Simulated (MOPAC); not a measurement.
MOPAC input (PM6):

```
PM6 1SCF CHARGE=1 GEO-OK AUX(PRECISION=9) THREADS=1
CHO2

C    -0.00765201 1    0.00466428 1   -0.11016720 1
O     0.06716463 1   -0.04072056 1    1.10546523 1
O     0.01590056 1   -0.01200809 1   -1.23171942 1
H    -0.61860949 1    0.39384354 1    1.67103665 1
```

Output:

```
 *******************************************************************************
 **                                                                           **
 **                              MOPAC v23.2.5                                **
 **                                                                           **
 *******************************************************************************
 ** MOPAC's Digital Object Identifier: https://doi.org/10.5281/zenodo.6511958 **
 **                                                                           **
 ** Please cite the open-source release paper for use of this MOPAC version:  **
 ** J. E. Moussa and J. J. P. Stewart (2026)                                  **
 ** MOPAC: An open-source semiempirical molecular orbital program             **
 ** J. Open Source Softw., 11(119), 8025, https://doi.org/10.21105/joss.08025 **
 *******************************************************************************

                              PM6 CALCULATION RESULTS

 *******************************************************************************
 *  PM6        - The PM6 Hamiltonian to be used
 *  GEO-OK     - OVERRIDE INTERATOMIC DISTANCE AND OTHER SAFETY CHECKS
 *
 *
 *
 *                 CHARGE ON SYSTEM = +1
 *
 *
 *
 *  1SCF       - DO 1 SCF AND THEN STOP
 *  AUX        - OUTPUT AUXILIARY INFORMATION
 *******************************************************************************
PM6 1SCF CHARGE=1 GEO-OK AUX(PRECISION=9) THREADS=1
 CHO2

   ATOM   CHEMICAL          X               Y               Z
  NUMBER   SYMBOL      (ANGSTROMS)     (ANGSTROMS)     (ANGSTROMS)

     1       C         -0.00765201  *   0.00466428  *  -0.11016720  *
     2       O          0.06716463  *  -0.04072056  *   1.10546523  *
     3       O          0.01590056  *  -0.01200809  *  -1.23171942  *
     4       H         -0.61860949  *   0.39384354  *   1.67103665  *

          CARTESIAN COORDINATES

    NO.       ATOM           X           Y           Z

     1         C         -0.0077      0.0047     -0.1102
     2         O          0.0672     -0.0407      1.1055
     3         O          0.0159     -0.0120     -1.2317
     4         H         -0.6186      0.3938      1.6710

 General Reference for PM6:
 "Optimization of Parameters for Semiempirical Methods V: Modification of NDDO Approximations
 and Application to 70 Elements", J. J. P. Stewart, J. Mol. Mod., 13, 1173-1213 (2007)
 URL: https://link.springer.com/article/10.1007/s00894-007-0233-4

           Empirical Formula: C H O2  =     4 atoms

      MOLECULAR POINT GROUP   :   Cs

      RHF CALCULATION, NO. OF DOUBLY OCCUPIED LEVELS = 8

 -------------------------------------------------------------------------------
 PM6 1SCF CHARGE=1 GEO-OK AUX(PRECISION=9) THREADS=1
 CHO2

     1SCF WAS SPECIFIED, SO BFGS WAS NOT USED
     SCF FIELD WAS ACHIEVED

                              PM6 CALCULATION
                                                       MOPAC v23.2.5 Linux

          FINAL HEAT OF FORMATION =        143.66948 KCAL/MOL =     601.11309 KJ/MOL

          COSMO AREA              =         68.51 SQUARE ANGSTROMS
          COSMO VOLUME            =         49.64 CUBIC ANGSTROMS

          IONIZATION POTENTIAL    =         20.444026 EV
          HOMO LUMO ENERGIES (EV) =        -20.444 -7.454
          NO. OF FILLED LEVELS    =          8
          MOLECULAR WEIGHT        =         45.0177         POINT GROUP:  Cs

          MOLECULAR DIMENSIONS (Angstroms)

            Atom       Atom       Distance
            H     4    O     3     2.99889
            O     2    H     4     0.64380
            O     2    C     1     0.00000

          SCF CALCULATIONS        =          1

   ATOM   CHEMICAL          X               Y               Z
  NUMBER   SYMBOL      (ANGSTROMS)     (ANGSTROMS)     (ANGSTROMS)

     1       C         -0.00765201  *   0.00466428  *  -0.11016720  *
     2       O          0.06716463  *  -0.04072056  *   1.10546523  *
     3       O          0.01590056  *  -0.01200809  *  -1.23171942  *
     4       H         -0.61860949  *   0.39384354  *   1.67103665  *

                             CARTESIAN COORDINATES

   1    C       -0.007652010     0.004664280    -0.110167200
   2    O        0.067164630    -0.040720560     1.105465230
   3    O        0.015900560    -0.012008090    -1.231719420
   4    H       -0.618609490     0.393843540     1.671036650

           Empirical Formula: C H O2  =     4 atoms

      MOLECULAR POINT GROUP   :   Cs

                  EIGENVALUES
 -44.29473 -41.66971 -31.50526 -26.75933 -25.39507 -24.48947 -21.63340 -20.44403
  -7.45389  -7.13166  -6.92049  -3.72650  -2.65439

              NET ATOMIC CHARGES AND DIPOLE CONTRIBUTIONS

  ATOM NO.   TYPE          CHARGE      No. of ELECS.   s-Pop       p-Pop
    1          C           0.647465        3.3525     1.06410     2.28843
    2          O          -0.194747        6.1947     1.72686     4.46789
    3          O           0.109542        5.8905     1.83654     4.05392
    4          H           0.437740        0.5623     0.56226
 DIPOLE           X         Y         Z       TOTAL
 POINT-CHG.    -1.444     0.916     1.666     2.387
 HYBRID        -0.150     0.095     0.192     0.261
 SUM           -1.594     1.011     1.858     2.649

          ATOMIC ORBITAL ELECTRON POPULATIONS

     Atom    s        px        py        pz
    1  C   1.06410   0.73608   0.74567   0.80668
    2  O   1.72686   1.57270   1.68561   1.20958
    3  O   1.83654   1.42560   1.46252   1.16580
    4  H   0.56226

 **********************
 *                    *
 * JOB ENDED NORMALLY *
 *                    *
 **********************

 == MOPAC DONE ==
```

The dipole moment of an ion depends on the origin.
